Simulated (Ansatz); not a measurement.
**BNH+ (quintet): wave-function methods side by side, def2-QZVPP**

The task here is to estimate one member of a computed series from the others.

Method: def2-QZVPP, core rule «outside noble gas», up to 2 orbitals frozen; program: Ansatz 0.2.0, Gaussian basis.

The runs, in order: UHF; ROHF; CCSD(T) on UHF.

**The system**

The geometry is a PBE0/def2-TZVP stationary point (not a proven minimum) of the parent state, kept for this charge and spin.

3 atoms, charge 1, spin multiplicity 5.

Atoms are counted from 1 here; the program's logs count them from 0.

Bond lengths: B1–N2 1.503 Å, B1–H3 1.206 Å. Angles: N2–B1–H3 117.0°.

Set-up of the first run:

Input file in.yaml:

```yaml
crystal:
  periodic: [false, false, false]
  atoms:
    - {symbol: B, position_ang: [0.000000, -0.185227, 0.772970]}
    - {symbol: N, position_ang: [0.000000, 0.087426, -0.705019]}
    - {symbol: H, position_ang: [0.000000, 0.771807, 1.506451]}
basis:
  gaussian: {orbitals: "def2-QZVPP.json"}
total_charge: 1
magnetization: {spin_polarized: true, initial_magnetization: 4}
hamiltonian: {xc: hf}
output: {orbitals: {seedname: orbitals}}
```

Run with:

```bash
$ ansatz run in.yaml --threads 1 --pin off --events-out ev --progress --plain --max-ram 2393MiB
```

Steps of the session up to this table: UHF; ROHF; CCSD(T) on UHF.

One of the session's tables, all rows but one given; the rest of the session is left out.

```
  method  from UCCSD(T) (kJ/mol)
    ROHF                  +498.9
     UHF                  +489.6
    UMP2                       ?
   UCCSD                   +14.7
UCCSD(T)                       0
```

Q: Estimate the row for UMP2 from the others.

As computed: from UCCSD(T) (kJ/mol): +86.3. In the column «from UCCSD(T) (kJ/mol)» it lies between UCCSD (+14.7) and UHF (+489.6).
